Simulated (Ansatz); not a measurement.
# CH5FSi (SMILES FC[SiH3]): functionals against CCSD(T) at one geometry

How do the functionals fare away from a minimum? The structure is a frame of a short trajectory.

Program: Ansatz 0.2.0, Gaussian basis. Level of theory: single points in def2-TZVPP. These are calculated values, not measurements.

Cores are frozen in the correlated methods.

## (1) Where the work starts

SMILES `FC[SiH3]`, 8 atoms, charge 0, spin multiplicity 1.

Atoms are counted from 1 here; the program's logs count them from 0.

Bond lengths: F1–C2 1.396 Å, C2–Si3 1.836 Å, C2–H4 1.108 Å, C2–H5 1.176 Å, Si3–H6 1.478 Å, Si3–H7 1.426 Å, Si3–H8 1.420 Å. Angles: F1–C2–Si3 110.9°, F1–C2–H4 110.3°, F1–C2–H5 112.1°, Si3–C2–H4 104.5°, Si3–C2–H5 110.4°, H4–C2–H5 108.3°, C2–Si3–H6 111.2°, C2–Si3–H7 101.7°, C2–Si3–H8 107.9°, H6–Si3–H7 109.8°, H6–Si3–H8 112.4°, H7–Si3–H8 113.4°.

Coordinates:

```mol
CH5FSi
  3D, bonds by distance, orders not assigned

  8  7  0  0  0  0  0  0  0  0999 V2000
   -0.7317   -0.5050   -1.6748 F   0  0
   -0.4484    0.4260   -0.6739 C   0  0
    0.4786   -0.3560    0.7044 Si  0  0
   -1.3866    0.7873   -0.2077 H   0  0
    0.1394    1.3565   -1.0885 H   0  0
    0.6436    0.5796    1.8373 H   0  0
    1.7439   -0.6052    0.0970 H   0  0
   -0.2100   -1.5406    1.0772 H   0  0
  1  2  8  0
  2  3  8  0
  2  4  8  0
  2  5  8  0
  3  6  8  0
  3  7  8  0
  3  8  8  0
M  END
```

## (2) PBE-D4/def2-TZVPP

run/in.yaml reads:

```yaml
crystal:
  periodic: [false, false, false]
  atoms:
    - {symbol: F, position_ang: [-0.731701, -0.504961, -1.674759]}
    - {symbol: C, position_ang: [-0.448391, 0.426008, -0.673887]}
    - {symbol: Si, position_ang: [0.478641, -0.356018, 0.704440]}
    - {symbol: H, position_ang: [-1.386624, 0.787349, -0.207671]}
    - {symbol: H, position_ang: [0.139449, 1.356454, -1.088488]}
    - {symbol: H, position_ang: [0.643605, 0.579582, 1.837264]}
    - {symbol: H, position_ang: [1.743946, -0.605191, 0.097004]}
    - {symbol: H, position_ang: [-0.210038, -1.540603, 1.077222]}
basis:
  gaussian: {orbitals: def2-TZVPP}
hamiltonian: {xc: pbe, dispersion: d4}
output: {forces: true}
```

Launch:

```sh
$ ansatz run in.yaml --threads 2 --pin off --events-out ev --progress --plain --max-ram 3481MiB
```

## (3) r2SCAN-D4/def2-TZVPP

run/in.yaml: that of step 2 with these lines changed.

```diff
@@ -13,3 +13,3 @@
   gaussian: {orbitals: def2-TZVPP}
-hamiltonian: {xc: pbe, dispersion: d4}
+hamiltonian: {xc: r2scan, dispersion: d4}
 output: {forces: true}
```

## (4) PBE0-D4/def2-TZVPP

run/in.yaml: that of step 3 with these lines changed.

```diff
@@ -13,3 +13,3 @@
   gaussian: {orbitals: def2-TZVPP}
-hamiltonian: {xc: r2scan, dispersion: d4}
-output: {forces: true}
+hamiltonian: {xc: pbe0, dispersion: d4}
+output: {forces: true, orbitals: {seedname: orbitals}}
```

## (5) wB97M-V/def2-TZVPP

run/in.yaml: that of step 4 with these lines changed.

```diff
@@ -13,3 +13,3 @@
   gaussian: {orbitals: def2-TZVPP}
-hamiltonian: {xc: pbe0, dispersion: d4}
-output: {forces: true, orbitals: {seedname: orbitals}}
+hamiltonian: {xc: {name: wB97M-V}}
+output: {forces: true}
```

## (6) CCSD(T)/def2-TZVPP

run/in.yaml: that of step 5 with these lines changed.

```diff
@@ -13,3 +13,3 @@
   gaussian: {orbitals: def2-TZVPP}
-hamiltonian: {xc: {name: wB97M-V}}
+correlation: {method: ccsd_t}
 output: {forces: true}
```

(Steps that only read results are left out.)

Q: Predict the outcome of this session. Wanted: energy less free atoms, CCSD(T)/def2-TZVPP; RMS force component; RMS force error; HOMO and LUMO, PBE0-D4; T1 diagnostic.

**Answer**, as computed:

```
                                  quantity                                                             value
energy less free atoms, CCSD(T)/def2-TZVPP                                                   -605.1 kcal/mol
                       RMS force component                              0.768 to 0.799 eV/Å over the methods
                           RMS force error  PBE-D4 0.152, r2SCAN-D4 0.062, PBE0-D4 0.110, wB97M-V 0.048 eV/Å
                    HOMO and LUMO, PBE0-D4                                                 -8.58 and 0.37 eV
                             T1 diagnostic                                                             0.011
```

Against CCSD(T) the functionals' energies less atoms differ by -18.1 to -9.8 kcal/mol, PBE-D4 by -18.1 kcal/mol. CCSD(T) in triple zeta still lacks some correlation energy of the bonds, so part of these gaps is its own basis error and they don't rank the functionals. On forces the order runs from wB97M-V to PBE-D4. Frozen-core CCSD(T) forces in triple zeta carry basis errors of their own, and this is one geometry, so small gaps rank nothing.
